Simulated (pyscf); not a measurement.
Single points on ωB97X-D3(BJ)/def2-SVP structures (PySCF, gas phase). Correlated levels are frozen-core, on RHF or UHF. ΔMP2 is the change of the MP2 total energy from the triple- to the quadruple-zeta basis.

**Question.** How much does it cost (ΔH, 298 K, CCSD(T)/def2-TZVPP + ΔMP2(QZVPP)) to split H₃C–CH=C(Cl)–Cl (SMILES CC=C(Cl)Cl) at its C–Cl bond into H₃C–CH=C•–Cl + Cl•?

**Answer.** C–Cl to H₃C–CH=C•–Cl + Cl•: 378.8 kJ/mol. The radicals are drawn with the spin at the cut bond; how far it spreads was not checked. H₃C–CH=C•–Cl lies 94.8 kJ/mol over its isomer •H₂C–CH=CH–Cl (electronic energy, ωB97M-D3(BJ)). The CCSD(T) − MP2 part came from Ansatz, without density fitting, on the same reference. A UHF reference is spin-contaminated (<S²> up to 0.97), which harms MP2 most. Left out: the spin-orbit lowering of Cl.
